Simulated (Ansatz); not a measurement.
# What a trial cell of CoC₂ relaxes into

All numbers below come from Ansatz, DFT PBE, scalar-relativistic, plane waves, PAW. Cutoff 420 eV, Γ-centred k mesh, Gaussian smearing, no spin polarisation in the final step.

The start puts CoC₂ on the MoSi2 (C11b) structure type (I4/mmm, No. 139), with Co in place of Mo, C in place of Si, at a guessed volume.

```
Co C
1.0
    -1.35250    1.35250    3.31785
     1.35250   -1.35250    3.31785
     1.35250    1.35250   -3.31785
Co C
1 2
Direct
  0.00000 0.00000 0.00000
  0.66500 0.66500 0.00000
  0.33500 0.33500 0.00000
```

Cell and atoms relax at zero pressure; the relaxation can't lower the symmetry of the start. After a coarse first stage the cell is made exact in the group found at 0.06 Å.

Formation energies are uncorrected and refer to the elements' standard structures at the same level.

(1) Which crystal results?

(2) What are its volume, energy, density and gap?

Results:

(1) It keeps I4/mmm (No. 139), but not the shape of the type it started on. The result has the CaC2 structure. Conventional cell: a = 3.163 Å, c = 5.106 Å. Co has 2 C at 1.90 Å and 8 C at 2.33 Å; around C lie 1 C at 1.30 Å.

```cif
data_structure
_symmetry_space_group_name_H-M 'I4/mmm'
_symmetry_Int_Tables_number 139
_cell_length_a 3.1631
_cell_length_b 3.1631
_cell_length_c 5.1062
_cell_angle_alpha 90.000
_cell_angle_beta 90.000
_cell_angle_gamma 90.000
_cell_volume 51.09
loop_
_atom_site_label
_atom_site_type_symbol
_atom_site_symmetry_multiplicity
_atom_site_Wyckoff_symbol
_atom_site_fract_x
_atom_site_fract_y
_atom_site_fract_z
_atom_site_occupancy
Co1 Co 2 a 0.00000 0.00000 0.00000 1
C1 C 4 e 0.50000 0.50000 0.12762 1
```

(2) The volume per atom is 8.51 Å³ and the density is 5.39 g/cm³. The energy over the elements is 1.16 eV/atom and the gap on the 20×20×20 mesh is 0 eV (a metal).

The final run used a 20×20×20 mesh on its 3-atom cell and 0.10 eV smearing. The k mesh leaves about 4 meV/atom of noise in metals. Symmetry constrained the relaxation, so the result can be a saddle point.